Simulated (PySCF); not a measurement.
**Removing an electron from `N=C1CC(F)C1`**

Species: C4H6FN.
SMILES with atom numbers: `[NH:1]=[C:2]1[CH2:3][CH:4]([F:5])[CH2:6]1` (hydrogens: H7 on N1; H8, H9 on C3; H10 on C4; H11, H12 on C6)

Cartesian coordinates in Å at the PBE0-D3(BJ)/def2-SVP level; atoms count from 1:
```xyz
12
C4H6FN angstrom
N      1.5536   -1.5102    0.3101
C      0.6362   -0.6511    0.2202
C     -0.8354   -0.8061   -0.0953
C     -0.8325    0.6813   -0.4844
F     -1.8587    1.4303    0.0130
C      0.5266    0.8667    0.2122
H      2.4551   -1.0509    0.4785
H     -1.1236   -1.5588   -0.8423
H     -1.4284   -0.9522    0.8227
H     -0.7787    0.8407   -1.5736
H      1.3136    1.4480   -0.2910
H      0.3722    1.2623    1.2300
```

Level: wB97X-D/def2-SVPD (PySCF). Frontier orbitals with their largest atomic shares (Löwdin; up to four atoms above 4 %):

| orbital | ε (eV) | main atoms |
| --- | --- | --- |
| HOMO−3 | -11.81 | F5 31 %, C4 16 %, C2 13 %, C3 12 % |
| HOMO−2 | -11.36 | F5 25 %, C4 22 %, C3 19 %, C6 19 % |
| HOMO−1 | -10.72 | N1 40 %, C2 22 %, C3 8 %, C6 6 % |
| HOMO | -9.56 | ? |
| LUMO | 1.32 | C2 30 %, N1 28 %, C6 8 %, C3 8 % |
| LUMO+1 | 2.35 | C6 20 %, C2 13 %, H11 13 %, C4 9 % |
| LUMO+2 | 2.79 | C4 19 %, H10 18 %, F5 11 %, H7 10 % |

Problem. What vertical ionisation energy does ΔSCF give, and how far is −ε(HOMO) from it?

Solution. ΔSCF: 9.93 eV (958 kJ/mol; threshold wavelength 125 nm); ⟨S²⟩ of the doublet left behind is 0.761, against 0.75 for a pure doublet. −ε(HOMO) is 9.56 eV, 0.37 eV below it. In exact Kohn–Sham theory the two would be equal; wB97X-D (range-separated hybrid) falls short of its own ΔSCF value by 4 %. Holes in the HOMO−1 and HOMO−2 were tried too where these lie within 1.2 eV of the HOMO; the lowest converged state counts.

Problem. On which atoms does the HOMO lie?

Solution. N1 (imine nitrogen) 54 %, C2 (imine carbon) 14 %, C6 (four-membered-ring carbon) 11 %, H7 (N–H hydrogen) 8 %. The HOMO−1 lies 1.16 eV lower.

Problem. What kinetic energy would electrons from this vertical process carry with Lyman-α light (10.199 eV)?

Solution. 10.20 − 9.93 = 0.27 eV.

Problem. What total energies stand behind the ΔSCF value?

Solution. E(N) = -310.27671 Eh and E(N − 1) = -309.91167 Eh at the same geometry, 0.36504 Eh apart.

Problem. How many of the 10 lowest singlet excitations (vertical TDDFT, same level) lie below the ionisation energy?

Solution. All 10; they run from 5.31 to 9.22 eV.

Problem. Shift the occupied levels rigidly so that −ε(HOMO) equals the ΔSCF value. What binding energies result?

Solution. The shift is +0.37 eV: HOMO 9.93, HOMO−1 11.09, HOMO−2 11.73, HOMO−3 12.18 eV. A rigid shift is only a rough guide to the deeper ionisations.

The structure is a single PBE0-D3(BJ)/def2-SVP conformer in the gas phase; no vibrational or solvent corrections.

These values come from a run that also computed excited states and ΔSCF ions. The run took 64 s of wall time (with the writing of density and orbital grids) on one thread, Arm Neoverse V2, on a shared host.

Note: wB97X-D ran without an empirical dispersion term, which enters the total energy and its gradient alone.
